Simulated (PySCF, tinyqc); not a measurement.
A ladder of methods, and size consistency: correlation methods against full CI in the sto-6g basis, for LiH, spin multiplicity 1. Computed by the program tinyqc with PySCF. Command: `OMP_NUM_THREADS=1 python tinyqc.py 112939 112940 out.jsonl`; one thread of a shared host (Intel(R) Xeon(R) Processor @ 2.60GHz), about 1 s.

Geometry (angstrom):
```
atom       x       y       z
Li    0.0000  0.0000  0.0000
H     0.0000  0.0000  2.2660
```

RHF energy of one = -7.889215 hartree

All electrons correlated; +Q is the Davidson correction (1 - c0^2) E_corr. The last columns treat two copies 100 angstrom apart as one system. FCI is the lowest singlet.

Correlation energies (hartree):
```
method   E_corr of one  share of FCI (%)  E_corr of two at 100 angstrom  two minus twice one (mhartree)
MP2           -0.02216            54.763                       -0.04432                       -8.39e-05
CISD          -0.04043            99.923                       -0.07522                           5.642
CISD+Q        -0.04388           108.456                       -0.08463                           3.138
CCSD          -0.04044            99.938                       -0.08087                       -2.12e-04
CCSD(T)       -0.04046            99.990                       -0.08092                       -2.10e-04
FCI           -0.04046           100.000                              -                               -
```

MP2 recovers 55 %, CISD 99.9 % and CCSD 99.9 % of the FCI value (c0^2 = 0.915 in CISD). MP2 and coupled cluster are size consistent, so their last column vanishes but for a trace of long-range electrostatics; CISD loses 5.64 mhartree, since a double excitation on each copy is a quadruple of the pair, and the Davidson correction leaves +3.14. The restricted reference is unstable here: a spin-polarised solution lies 0.0084 hartree lower (PySCF), so results built on it describe a poor reference.
